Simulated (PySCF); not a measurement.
1-piperideine, C5H9N.
Structure used (GFN2-xTB), in Å, numbered top down from 1:
```xyz
15
C5H9N angstrom
C      1.0771    1.1228    0.3246
N     -0.0137    1.7040    0.1096
C     -1.1974    0.9539   -0.2141
C     -1.1184   -0.5424    0.0964
C      0.2098   -1.0903   -0.4174
C      1.3493   -0.3547    0.2846
H      1.9209    1.7604    0.5709
H     -2.0226    1.4232    0.3306
H     -1.3862    1.1128   -1.2821
H     -1.9590   -1.0615   -0.3664
H     -1.1770   -0.6922    1.1771
H      0.2769   -0.9208   -1.4949
H      0.2808   -2.1653   -0.2399
H      2.3030   -0.5343   -0.2169
H      1.4521   -0.7075    1.3161
```

A PySCF run (density fitting, gas phase, GFN2-xTB geometry) gave HOMO -6.23 eV, LUMO 0.57 eV, dipole 2.27 D.

Problem. Which of these levels was it?
A. PBE0/def2-SVPD
B. PBE0/pcSseg-1
C. revPBE/def2-SVP
D. PBE0/6-31G
E. CAM-B3LYP/def2-SVPD

Solution. D. It is PBE0/6-31G. All candidates on this geometry:

```tsv
level and settings	kind	basis functions	SCF cycles	E (Eh)	HOMO (eV)	LUMO (eV)	dipole (D)
revPBE/def2-SVP	GGA	129	14	-250.4252	-4.95	-0.64	1.89
PBE0/def2-SVPD	global hybrid	192	12	-250.2193	-6.66	0.10	2.14
PBE0/6-31G, damping 0.2 at the start, DIIS from the seventh cycle, fitting basis def2-universal-jkfit	global hybrid	72	14	-250.3102	-6.23	0.57	2.27
PBE0/pcSseg-1	global hybrid	147	12	-250.3515	-6.63	0.25	2.11
CAM-B3LYP/def2-SVPD	range-separated hybrid	192	12	-250.3749	-8.08	1.12	2.19
```

The nearest other candidate, by the summed differences of HOMO and LUMO, is PBE0/pcSseg-1: its HOMO differs by -0.40 eV and its LUMO by -0.32 eV. Cycle counts include a coarse-grid stage where the run had one.
